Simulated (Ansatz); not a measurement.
Born–Oppenheimer molecular dynamics of H8OSi2 (11 atoms, charge 0, multiplicity 1). It starts at the highest image of a converged band. Of that band: Neighbouring images differ by up to 2.3 eV, so the band resolves the path poorly. A vibrational analysis at the climbing image gives one clearly imaginary mode, 596i cm⁻¹: a first-order saddle point.

All numbers below come from RKS PBE0-D4/6-31G* (Ansatz).

```yaml
ensemble: NVE (velocity Verlet)
time_step: 0.5 fs
steps_asked: 200
starting_velocities_drawn_for: 100 K
seed: 7947
```

First frame:

```xyz
11
Properties=species:S:1:pos:R:3
Si -0.318 0.077 -0.115
Si -0.127 0.205 2.703
H -0.946 0.679 3.871
H 0.642 -0.982 3.210
H 0.907 1.274 2.502
H 0.985 -0.580 0.175
H -0.292 1.554 -0.160
H -0.636 -0.392 -1.506
O -1.996 -0.546 0.436
H -2.228 -1.457 0.166
H -1.680 -0.462 1.455
```

Q: How far do the bonds stretch over the last three quarters of this one trajectory? (Pairs bonded in most of those frames.)

A: 
```
   bond  mean (Å)  spread (Å)  shortest  longest
Si1–Si2     2.432       0.224      2.11     2.80
 Si1–H6     1.507       0.030      1.45     1.56
 Si1–H7     1.491       0.019      1.46     1.53
 Si1–H8     1.503       0.012      1.48     1.53
 Si2–H3     1.497       0.009      1.48     1.51
 Si2–H4     1.495       0.004      1.49     1.50
 Si2–H5     1.494       0.009      1.48     1.51
 O9–H10     0.970       0.027      0.93     1.01
 O9–H11     0.971       0.011      0.95     1.00
```

Mean temperature of the second half: 1192 K. The conserved energy stayed within 0.13 meV per atom of its start (net change 0.04 meV per atom), so the integration is sound. The kinetic energy rose, since the run started high on the potential surface and went downhill. It ends in pieces (H2O + H6Si2), so much of that is their flight and rotation, not heat. A run of 0.1 ps of so small a system gives no equilibrium averages. The orbitals stay closed-shell, which can raise the energy where a bond breaks towards radicals; this wasn't checked here.

Time of the run: 11 min on 1 thread of Arm Neoverse V1, on a shared host, peak memory 0.13 GiB.
